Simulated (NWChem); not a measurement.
# Atomisation of C2H3

```
C
C 1 1.3111
H 2 1.0903 1 138.22
H 1 1.0974 2 121.97 3 180.00
H 1 1.1019 4 116.19 2 180.00
```
Charge 0, spin multiplicity 2.

The numbers come from NWChem runs, not from measurements. All single points use one geometry, from UPBE0/def2-SVP, a minimum by its harmonic frequencies.

Basis set: def2-TZVP. The atomisation energy is electronic alone: no zero-point, thermal, spin-orbit or counterpoise terms. No value is extrapolated to the basis-set limit. Free atoms are single determinants with multiplicities C 3, H 2. Correlated methods freeze the same cores in atoms and molecule, 2 orbitals in all.

```tsv
method	atomisation energy (kcal/mol)	remark
M06-2X	444.6	-
MP2	426.9	spin-contaminated
PBE0	449.0	-
HF	336.6	spin-contaminated
CCSD(T)	429.7	-
r2SCAN	449.5	-
PBE	457.5	-
B3LYP	446.4	-
CAM-B3LYP	447.1	-
LDA (SVWN5)	506.5	-
```

The values span 169.9 kcal/mol, from HF (lowest) to LDA (SVWN5) (highest). 

B3LYP has NWChem's definition, with VWN1-RPA local correlation. The structure started from a generated list of species. The unpaired electrons of the parent sit in orbitals of symmetry a' (Cs labels of the run); other states weren't searched. The stability of the SCF solutions was not checked. Open-shell Hartree-Fock references start from PBE0 orbitals. No row is a measurement; the coupled-cluster row has its own basis-set and correlation limits.
